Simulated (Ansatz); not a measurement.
Grey tin (α-Sn), treated with revPBE (Ansatz, a program for electronic structure, PAW).

Run with plane-wave cutoff 520 eV, 20×20×20 k mesh, Fermi–Dirac smearing 0.05 eV, perturbation theory, scalar-relativistic PAW data made under PBE.

Cell (relaxed at this level):

```cif
data_Sn8
_chemical_formula_sum 'Sn8'
_space_group_name_H-M_alt 'Fd-3m :1'
_space_group_IT_number 227
_space_group_name_Hall 'F 4d 2 3 -1d'
_cell_length_a 6.71040
_cell_length_b 6.71040
_cell_length_c 6.71040
_cell_angle_alpha 90.000
_cell_angle_beta 90.000
_cell_angle_gamma 90.000
loop_
_atom_site_label
_atom_site_type_symbol
_atom_site_symmetry_multiplicity
_atom_site_Wyckoff_symbol
_atom_site_fract_x
_atom_site_fract_y
_atom_site_fract_z
_atom_site_occupancy
Sn1 Sn 8 a 0.00000 0.00000 0.00000 1
```
(The calculation used a cell of 2 atoms; values per cell refer to that cell.)

Problem. Give the computed zone-centre TO phonon frequency.

Solution. 
* **zone-centre TO phonon frequency**: 170 cm⁻¹

Measured, for comparison: zone-centre TO phonon frequency 200 cm⁻¹ (low temperature, zero-point motion not removed; as tabulated in Tanner et al. (2021), arXiv:2110.11888). Computed (rounded) less measured: zone-centre TO phonon frequency -15 %.

Note: the solid has no gap at this level, which affects its response.

Spin–orbit coupling is not included.

Computing time: around 16 core-minutes (rough).
